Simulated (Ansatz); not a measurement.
Results of r²SCAN (plane waves, PAW; Ansatz, a quantum-chemistry and plane-wave program) for hcp Hf.

Run with plane-wave cutoff 600 eV, 24×24×14 k mesh (along the axes of the cell as run), Fermi–Dirac smearing 0.042 eV (set by the program), scalar-relativistic PAW data made under PBE.

Computed at the level's own relaxed cell.

```
Hf
1.0
    3.19896     0.00000     0.00000
   -1.59948     2.77038     0.00000
    0.00000     0.00000     5.04451
Hf
2
Direct
  0.66667   0.33333   0.75000
  0.33333   0.66667   0.25000
```

### Question
Give the elastic tensor (Voigt notation, GPa, ions relaxed, in the Cartesian axes of the cell as printed).

### Answer

```
  192.0    72.5    65.8     0.0     0.0     0.0
   72.5   192.0    65.8     0.0     0.0     0.0
   65.8    65.8   200.4     0.0     0.0     0.0
    0.0     0.0     0.0    61.3     0.0     0.0
    0.0     0.0     0.0     0.0    61.3     0.0
    0.0     0.0     0.0     0.0     0.0    59.8
```

Spin–orbit coupling is not included.
